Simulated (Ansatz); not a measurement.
# [Cl···H···CH₃], doublet: the ladder up to UCCSDT(Q)

Geometry: a point of a hydrogen-transfer path between rigid fragments, not a stationary point.

```json
{"atom": "Cl", "x (Å)": "-0.8182", "y (Å)": "0.0000", "z (Å)": "0.0000"}
{"atom": "H", "x (Å)": "0.7868", "y (Å)": "0.0000", "z (Å)": "0.0000"}
{"atom": "C", "x (Å)": "1.8768", "y (Å)": "0.0000", "z (Å)": "0.0000"}
{"atom": "H", "x (Å)": "1.8768", "y (Å)": "-1.0800", "z (Å)": "0.0000"}
{"atom": "H", "x (Å)": "1.8768", "y (Å)": "0.5400", "z (Å)": "0.9353"}
{"atom": "H", "x (Å)": "1.8768", "y (Å)": "0.5400", "z (Å)": "-0.9353"}
```

Basis cc-pVDZ; Ansatz 0.2.0. Only valence electrons are correlated (noble-gas cores frozen), which leaves 15 electrons in 46 orbitals. Prefix R: restricted or restricted open-shell reference; prefix U: unrestricted. Active spaces: pair = (3e, 3o) about the gap; valence = (15e, 12o) chosen from the atoms' valence shells.

Full CI isn't at hand for all of this; UCCSDT(Q) serves as the reference, and is uncertain by about the last step of the cluster series. The frozen core follows each run's orbitals, which can shift R against U totals by a few meV.

For open shells CISD is restricted-active-space CI with the open shells as a complete middle space.

```
UHF ⟨S²⟩                          : 0.778
T1 diagnostic (RCCSD)             : 0.0162
largest doubles amplitude (RCCSD) : 0.051
T1 diagnostic (UCCSD)             : 0.0100
```

| level | E − E(UCCSDT(Q)) (mEh) | share of correlation (%) | wall time |
| --- | --- | --- | --- |
| RHF | 344.79 | 0.00 | – |
| UHF | 335.98 | 2.56 | – |
| RMP2 | 42.21 | 87.76 | – |
| UMP2 | 44.83 | 87.00 | – |
| CISD | 38.28 | 88.90 | 13 s |
| RCCSD | 8.43 | 97.55 | – |
| UCCSD | 8.19 | 97.62 | – |
| RCCSD(T) | 1.16 | 99.66 | 13 s |
| UCCSD(T) | 1.19 | 99.65 | 14 s |
| BCCD(T) | 1.18 | 99.66 | 7.1 s |
| RCCSDT | 0.51 | 99.85 | – |
| UCCSDT | 0.48 | 99.86 | – |
| RCCSDT(Q) | 0.01 | 100.00 | 8.5 s (H100) |
| CASSCF (pair space) | 325.24 | 5.67 | – |
| NEVPT2 (pair space) | 42.26 | 87.74 | 3.4 s |
| MRCISD (pair space) | 34.30 | 90.05 | – |
| MRCISD+Q (pair space) | 3.65 | 98.94 | 2 s (H100) |
| CASSCF (valence space) | 254.98 | 26.05 | – |
| NEVPT2 (valence space) | 57.54 | 83.31 | 7 s (H100) |
| MRCISD (valence space) | 21.19 | 93.85 | – |
| MRCISD+Q (valence space) | 1.45 | 99.58 | 14 s (H100) |

The correlation energy at UCCSDT(Q), counted from RHF, is -9.382 eV. That run took 6 s on 2 threads of AMD EPYC 7R13 with a shared H100 80 GB, shared host.

Times hold each run's SCF and search for its determinant on a shared host, so for small cases they say little of a method's own cost; rows without a card ran on 1 thread of AMD EPYC 7R13.

Natural occupations of CASSCF (valence space) about the gap: 1.985 1.978 1.978 1.971 1.001 0.029 0.019 0.019 0.019; effectively unpaired electrons, Σ n²(2−n)², 1.02.
